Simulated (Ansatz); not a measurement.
**Antimony, A7 rhombohedral: convergence with cold smearing**

Computed with Ansatz, r²SCAN, scalar-relativistic PAW, on the relaxed cell (a = 4.341 Å, c = 11.613 Å (c/a = 2.675); spin not included). Errors count from a run at 500 eV on a Γ-centred 14×14×14 mesh with Fermi-Dirac smearing of 0.1 eV, extrapolated to zero width. Fixed here: cutoff 500 eV, mesh 9×9×9. On a gapped cell the program narrows a wide typed smearing by itself. The SCF starts from atomic densities corrected by a trained network.

```csv
width (eV),E(σ→0) error (meV/atom),F error (meV/atom),P (GPa),SCF iterations
0.01,-3.6,-3.6,0.04,6
0.03,-3.6,-3.6,0.04,8
0.1,-3.5,-3.5,0.02,6
0.2,-3.6,-3.4,0.01,7
0.3,-3.8,-2.9,-0.02,7
0.6,-3.9,4.1,-0.16,7
1.0,0.7,28.2,-0.55,7
```
